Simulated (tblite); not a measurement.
Start geometry of `C/N=C/[C@@H](C)[NH]` [radical] from a force field or distance geometry (Å):
```
atom  x, y, z in Å
C1     2.5094   -0.4595    0.3027
N2     1.3437   -0.0824   -0.5190
C3     0.3152    0.1667    0.2199
C4    -1.0185    0.5737   -0.4081
C5    -1.9267   -0.6583   -0.4377
N6    -1.6066    1.5996    0.4545
H7     2.3294   -1.3987    0.8259
H8     2.7588    0.3306    1.0322
H9     3.3740   -0.5965   -0.3473
H10    0.3204    0.0621    1.3224
H11   -0.8477    0.9251   -1.4213
H12   -1.4852   -1.4497   -1.0594
H13   -2.0973   -1.0756    0.5641
H14   -2.8998   -0.4062   -0.8723
H15   -1.0735    2.4772    0.3216
```

Problem. What comes out of this run: GFN2-xTB geometry optimisation, gas phase in tblite 0.8.0?

Solution. 
```
atom  x, y, z in Å
C1     2.5998   -0.1983    0.3815
N2     1.3789    0.2599   -0.1962
C3     0.2562   -0.1379    0.1850
C4    -1.0158    0.4336   -0.4390
C5    -2.1330   -0.6019   -0.4542
N6    -1.2530    1.4519    0.4912
H7     2.4588   -0.9618    1.1570
H8     3.1165    0.6645    0.8048
H9     3.2234   -0.5989   -0.4186
H10    0.0749   -0.8226    1.0190
H11   -0.7667    0.7703   -1.4578
H12   -1.8164   -1.4957   -0.9863
H13   -2.4082   -0.8593    0.5646
H14   -3.0049   -0.1829   -0.9497
H15   -0.7149    2.2871    0.2768
```

The energy falls by 38.8 kJ/mol over 145 L-BFGS steps, the largest force on an atom goes from 2.83 to 0.009 eV/Å, and the atoms move by 0.425 Å rms after alignment. The bond that changes most is C4–N6 (ends: carbon bonded to 2 C, N and H; nitrogen bonded to C and H), which shortens by 0.064 Å. Bonds longer at the end by more than 0.005 Å: 2 of 14; shorter: 10. Among the angles that change most is C1–N2–C3, from 111.1° to 122.9°. Among the dihedrals that turn most is H7–C1–N2–C3, from 65° to 3°. Rotational constants go from 7451, 1932, 1680 to 8366, 1947, 1713 MHz. The orientation of the end geometry is arbitrary; only internal coordinates are fixed.

The run took 0.59 s wall on one thread, Arm Neoverse V2 (aarch64), no GPU (shared host).

GFN2-xTB frequencies show an imaginary mode (52i cm⁻¹), so the point is no minimum at that level.

One conformer stands for the species.

All values are computed, not measured.
